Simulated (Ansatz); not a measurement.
## One step, two centres

Four-centre ligand exchange, with the central atom changed down its group and all else kept; in the first member these bonds form or tighten: B–N, C–H; these break or loosen: B–C, H–N.

Gas-phase electronic energies, without zero-point energy, by CCSD(T) at an estimated basis limit (MP2 extrapolated from triple and quadruple zeta, plus CCSD(T) − MP2 in triple zeta); Ansatz 0.2.0, def2-TZVPP and QZVPP, frozen cores, on PBE0-D4/def2-TZVP structures. Extrapolation: Hartree–Fock as exp(−7.88 √X), correlation as X^−2.97. All energies, in kJ/mol, count from the separated reactants, without counterpoise correction; the start and end structures are the complexes reached by relaxing down from the saddle, and deeper ones may exist. Brackets give SMILES, or, where every atom is bracketed, only which atoms are joined. Steps whose reference was doubtful or whose search ended elsewhere are left out.

| reactants | products | start structure | saddle | end structure | saddle by PBE-D4/TZ |
| --- | --- | --- | --- | --- | --- |
| CH₅B ([BH2][CH3]) + NH₃ | BNH₄ ([BH2][NH2]) + CH₄ | -107.7 | 76.5 | -149.1 | 34.9 |
| CH₅Al ([CH3][AlH2]) + NH₃ | AlNH₄ ([NH2][AlH2]) + CH₄ | -118.2 | ? | -112.8 | -4.0 |

What is the height of the saddle for CH₅Al ([CH3][AlH2]) + NH₃? (An estimate is asked for; the value comes from the calculation.)

The calculation gives: 23.0 kJ/mol relative to the separated reactants, the lower of the two; above its start structure the barrier is 23.0 − (-118.2) ≈ 141.2 kJ/mol.

With the table complete: take k = (k_BT/h) exp(−E/k_BT), E being the saddle less the start structure. Which steps would take under a second at 673 K (400 °C)?

k = 1 s⁻¹ needs E = k_BT ln(k_BT/h × 1 s) = 0.05799 eV × 30.3 = 1.76 eV = 170 kJ/mol. Zero-point energy and entropy, left out here, can move a barrier by 0.15 eV or more, so: clearly faster: CH₅Al ([CH3][AlH2]) + NH₃ (141.2); too close to call: CH₅B ([BH2][CH3]) + NH₃ (184.1) (barriers in kJ/mol). These are rates out of the complex; where it is weakly bound it falls apart first at this temperature, and the saddle's height above the separated reactants, with the entropy of meeting, sets the rate.

Aluminium, larger and more positive than boron, binds the incoming molecule more strongly, and well and saddle both drop.

How do the PBE-D4 saddles lie against the coupled-cluster estimate?

Both lower, by 27.0 to 41.6 kJ/mol.

This is the kind of exchange with an N–H group that builds nitride films in atomic layer and chemical vapour deposition.

No T1 diagnostic of these runs exceeds 0.011.

For scale, one of the runs: CCSD(T)/def2-TZVPP, 216 basis functions, launched by `ansatz run in.yaml --threads 2 --pin off --events-out ev --progress --plain --max-ram 4352MiB`. The run took 23 s on 2 CPU threads of an Intel Xeon 6975P-C (shared host), with 3.3 GiB of host memory at its peak.
